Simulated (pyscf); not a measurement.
Thermochemistry of product channels of GeH₃• + H₃Si–SiH₃ on the doublet surface, in kcal/mol, from ωB97M-D3(BJ)/def2-TZVP energies (ideal gas, 1 atm, RRHO with modes under 100 cm⁻¹ raised to 100, one conformer, R ln 2 for rigid chiral ones). Single points on ωB97X-D3(BJ)/def2-SVP structures (PySCF, gas phase).

```tsv
products	ΔE	ΔH(298 K)	ΔG(600 K)	ΔG(1200 K)
H₃Si–GeH₃ + SiH₃•	+4.3	+4.3	+3.5	+2.6
H₃Si–GeH₃ + SiH₂ [singlet] + H•	+75.8	+71.2	+54.9	+37.5
H₃Si–SiH₂–GeH₃ + H•	+20.4	+18.5	+22.0	+22.8
```

These are energies of the channels, which say nothing of barriers. Elements up to Kr have no core potential and no relativistic terms here.
